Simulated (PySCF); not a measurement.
Gas-phase XPS of `Clc1cncs1`, computed

C₃H₂ClNS.
Cartesian coordinates in Å at the PBE0-D3(BJ)/def2-SVP level; atoms count from 1:
```xyz
8
C3H2ClNS angstrom
Cl     2.822   -1.013    0.611
C      1.218   -0.448    0.500
C      0.794    0.831    0.248
N     -0.558    0.991    0.215
C     -1.171   -0.129    0.435
S     -0.142   -1.496    0.706
H      1.463    1.676    0.082
H     -2.257   -0.245    0.456
```

Computed with PySCF 2.14.0, delta-SCF UKS SCAN, pcX-2 on the ionised atom, pcseg-1 elsewhere, spin-free X2C. These are vertical core ionisation energies against the vacuum level, from separate self-consistent calculations with and without the core hole.

**Question.** Give the core binding energies atom by atom.

**Answer.** 
| atom(s) | environment | level | binding energy (eV) | 2p1/2 (eV) | above the level's lowest (eV) | count |
| --- | --- | --- | --- | --- | --- | --- |
| Cl1 | aryl chlorine | Cl 2p3/2 | 206.95 | 208.61 | 0.00 | 1 |
| C3 | aromatic CH next to a ring nitrogen | C 1s | 291.49 | – | 0.00 | 1 |
| C5 | aromatic CH next to a ring nitrogen | C 1s | 292.03 | – | +0.54 | 1 |
| C2 | aromatic C–Cl carbon | C 1s | 292.58 | – | +1.09 | 1 |
| N4 | pyridine-type nitrogen | N 1s | 405.20 | – | 0.00 | 1 |
| S6 | thiophene-type sulfur | S 1s | 2478.59 | – | 0.00 | 1 |
| Cl1 | aryl chlorine | Cl 1s | 2829.59 | – | 0.00 | 1 |

Lowest listed C 1s: C3, bonded to N (aromatic in the SMILES), C (aromatic in the SMILES) and H. Highest, 1.09 eV above it: C2, bonded to Cl, S (aromatic in the SMILES) and C (aromatic in the SMILES). The widest gap between neighbouring values is 0.55 eV, between 292.03 and 292.58 eV. Summing the Pauling electronegativity differences to the bonded atoms, each weighted by its formal bond order, gives +0.39 for the lowest site and +0.66 for the highest; no listed site has a larger sum than the highest.

**Question.** Which effective nuclear charge Zeff reproduces each element's mean 1s value in the hydrogen-like formula E = 13.606 eV × Zeff²?

**Answer.** C (Z = 6): mean 292.0 eV, Zeff = 4.63, Z − Zeff = 1.37; N (Z = 7): mean 405.2 eV, Zeff = 5.46, Z − Zeff = 1.54; S (Z = 16): mean 2478.6 eV, Zeff = 13.50, Z − Zeff = 2.50; Cl (Z = 17): mean 2829.6 eV, Zeff = 14.42, Z − Zeff = 2.58. Means run over the listed sites, weighted by atom count.

**Question.** Express the binding energy of C 1s of C2 in atomic units and per mole.

**Answer.** 292.58 eV = 10.7521 Eh = 28230 kJ/mol.

Not every level is listed. The 2p values add to the ΔSCF energy of one spin-free hole a correction within the shell (spin–orbit coupling, ligand field). 2p1/2 minus 2p3/2 (ligand field included): Cl 1.66 eV. Isolated species at its PBE0-D3(BJ)/def2-SVP geometry, gas phase.
